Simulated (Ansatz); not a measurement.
A made-up structure of C2H4F (charge +1), singlet:

C1  (-0.384, 0.435, -0.253)
C2  (0.496, -0.537, 0.290)
F3  (1.596, -0.793, -0.244)
H4  (-0.607, 1.154, 0.560)
H5  (-0.025, 0.920, -1.158)
H6  (0.736, 0.442, 0.618)
H7  (0.291, -1.124, 1.192)
(Å)

It is relaxed with PBE-D4/def2-SVP and then PBE0-D4/def2-TZVP (Ansatz 0.2.0). Atoms count as bonded within 1.22 times the sum of their covalent radii (H–H: 0.88 Å). The end point is not checked to be a true minimum.

Problem. Does its bonding change? (A judgement: the text doesn't fix the answer.)

Solution. By the calculation: Yes. Formed: C1–H6; broken: C2–H6.

Where it ends: The first stage lowers the energy by 2.67 eV in 20 steps. It ends as C₂H₄F ([CH3][CH][F]), total charge +1:
| atom | x (Å) | y (Å) | z (Å) |
| --- | --- | --- | --- |
| C1 | 0.0981 | 0.6533 | -0.0007 |
| C2 | 0.5569 | -0.6574 | 0.2918 |
| F3 | 1.1012 | -1.3690 | -0.5788 |
| H4 | -0.9606 | 0.7069 | 0.3181 |
| H5 | 0.2493 | 0.9703 | -1.0301 |
| H6 | 0.5814 | 1.3301 | 0.7314 |
| H7 | 0.4765 | -1.1370 | 1.2735 |

Labels in which every atom is bracketed show which atoms are joined, not bond orders.

For scale, one of the runs: PBE0-D4/def2-TZVP relaxation, 117 basis functions, launched by `ansatz run in.yaml --threads 2 --pin off --events-out ev --progress --plain --max-ram 4352MiB`. Hardware: 2 CPU threads of an Arm Neoverse V1, shared host. Wall time about 8 s.
